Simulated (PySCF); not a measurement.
# Ways to converge the SCF of NaN⁺

Do solver options change the result for NaN⁺, or only the number of cycles?

Method: method and basis as typed in the scripts; program: PySCF 2.14.0.

### Step 1. The system as given

NaN⁺: 2 atoms, charge 1, spin multiplicity 2.

Bond lengths: Na1–N2 2.679 Å.

### Step 2. The base run

input.py reads:

```python
from pyscf import gto, scf, mcscf

mol = gto.M(
    atom='Na 0 0 0; N 0 0 2.679',
    basis='lanl2dz',
    ecp={'Na': 'lanl2dz'},
    charge=1,
    spin=1,
    verbose=3,
)
mf = scf.ROHF(mol)
mf.kernel()
mc = mcscf.CASCI(mf, 5, 3)
mc.kernel()
mc.analyze()
mf.dip_moment()
print('orbital energies (hartree):', mf.mo_energy[..., max(0, mol.nelec[1]-3):mol.nelec[0]+3].round(4))
```

Run with:

```sh
$ python input.py
```

Its log is not repeated here.

In short: E(SCF) = -54.268700 Eh, E(CAS) − E(SCF) = -0.04421 Eh.

The bond length is a typed value, not an optimised one. The dipole of an ion depends on the origin.

### Step 3. Convergence threshold 1e-16 hartree

Run 1 changes convergence threshold: default → 1e-16 hartree.

input.py reads:

```python
from pyscf import gto, scf, mcscf

mol = gto.M(
    atom='Na 0 0 0; N 0 0 2.679',
    basis='lanl2dz',
    ecp={'Na': 'lanl2dz'},
    charge=1,
    spin=1,
    verbose=3,
)
mf = scf.ROHF(mol)
mf.conv_tol = 1e-16
mf.kernel()
mc = mcscf.CASCI(mf, 5, 3)
mc.kernel()
mc.analyze()
mf.dip_moment()
print('orbital energies (hartree):', mf.mo_energy[..., max(0, mol.nelec[1]-3):mol.nelec[0]+3].round(4))
```

Run with:

```sh
$ python input.py
```

### Step 4. Initial guess chk

Run 2 changes initial guess: minao → chk.

input.py, as its differences from that of step 2:

```diff
@@ -11,2 +11,3 @@
 mf = scf.ROHF(mol)
+mf.init_guess = 'chk'
 mf.kernel()
```

### Step 5. Level shift 1 hartree

Run 3 changes level shift: none → 1 hartree.

input.py, as its differences from that of step 2:

```diff
@@ -11,2 +11,3 @@
 mf = scf.ROHF(mol)
+mf.level_shift = 1.0
 mf.kernel()
```

### Step 6. Initial guess random

Run 4 changes initial guess: minao → random.

input.py, as its differences from that of step 2:

```diff
@@ -11,2 +11,3 @@
 mf = scf.ROHF(mol)
+mf.init_guess = 'random'
 mf.kernel()
```

### Step 7. Cycle limit 200

Run 5 changes cycle limit: 50 → 200.

input.py, as its differences from that of step 2:

```diff
@@ -11,2 +11,3 @@
 mf = scf.ROHF(mol)
+mf.max_cycle = 200
 mf.kernel()
```

Q: Predict the outcome of this session. Wanted: for each run, E(SCF); from base; after the SCF.

**Answer**, as computed:

| run | E(SCF) (hartree) | from base (eV) | after the SCF |
| --- | --- | --- | --- |
| base | -54.268700 | 0 | CASCI correlation -1.203 eV |
| convergence threshold 1e-16 hartree | -54.268700 | 0.0000 | CASCI correlation -1.203 eV |
| initial guess chk | -54.268700 | 0.0000 | CASCI correlation -1.203 eV |
| level shift 1 hartree | -54.268700 | 0.0000 | CASCI correlation -1.203 eV |
| initial guess random | -54.268700 | 0.0000 | CASCI correlation -1.203 eV |
| cycle limit 200 | -54.268700 | 0.0000 | CASCI correlation -1.203 eV |

In words: No change of the SCF energy comes from convergence threshold 1e-16 hartree or initial guess chk or level shift 1 hartree or initial guess random or cycle limit 200. PySCF falls back to minao for a guess that it doesn't know or can't read, so that run repeats the base.
